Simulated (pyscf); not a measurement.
HO–In (SMILES [OH][In]) [singlet] + HF (SMILES F) → HO–InH–F (SMILES [OH][InH][F]), an insertion (singlet surface; F–H broken, F–In, H–In formed). Single points on ωB97X-D3(BJ)/def2-SVP structures (PySCF, gas phase). Correlated levels are frozen-core, on RHF or UHF. ΔMP2 is the change of the MP2 total energy from the triple- to the quadruple-zeta basis. Energies in eV from the separated reactants.

Small-basis levels: PySCF, no dispersion term, spherical d functions. AM1 to PM7: differences of heats of formation from MOPAC, which are fitted to 298 K values and so differ in kind from electronic energies by zero-point and thermal terms. GFN2-xTB: tblite. 

```json
[
 {"level": "BP86/6-31G*+LANL2DZ", "barrier": "0.95", "reaction energy": "-0.89"},
 {"level": "PBE/6-31G*+LANL2DZ", "barrier": "[?]", "reaction energy": "-0.91"},
 {"level": "M06-2X/6-31G*+LANL2DZ", "barrier": "1.59", "reaction energy": "-0.85"},
 {"level": "PBE/def2-SVP", "barrier": "1.23", "reaction energy": "-0.07"},
 {"level": "GFN2-xTB", "barrier": "[?]", "reaction energy": "+0.19"},
 {"level": "AM1", "barrier": "3.73", "reaction energy": "+2.27"},
 {"level": "PM6", "barrier": "3.20", "reaction energy": "+0.85"},
 {"level": "CCSD(T)/def2-TZVPP + ΔMP2(QZVPP)", "barrier": "[?]", "reaction energy": "+0.05"}
]
```

Task: Fill in the missing entries.

Result: 
- PBE/6-31G*+LANL2DZ, barrier: 0.90
- GFN2-xTB, barrier: 1.22
- CCSD(T)/def2-TZVPP + ΔMP2(QZVPP), barrier: 1.82

Against the last row the barrier runs from -0.92 (PBE/6-31G*+LANL2DZ) to +1.91 eV (AM1). CCSD(T)/def2-TZVPP + ΔMP2(QZVPP) has limits of its own. On the product side the descent ends in a point that may be a rotor saddle (no frequency run), 0.09 eV over the lowest minimum found and 1.82 eV under the saddle at ωB97X-D3(BJ)/def2-TZVP. At ωB97X-D3(BJ)/def2-TZVP the barrier from the zero used here is 1.66 eV. This is the saddle that the search found; another between the same sides may lie lower. The CCSD(T) − MP2 part came from Ansatz, without density fitting, on the same reference. The frozen core leaves the outer d or s,p core shells of the metals and heavy elements correlated in the MP2 and CC values, and def2-TZVPP describes them poorly, which can shift differences by a few kcal/mol. In the def2 sets elements past Kr carry core potentials, without spin-orbit coupling.
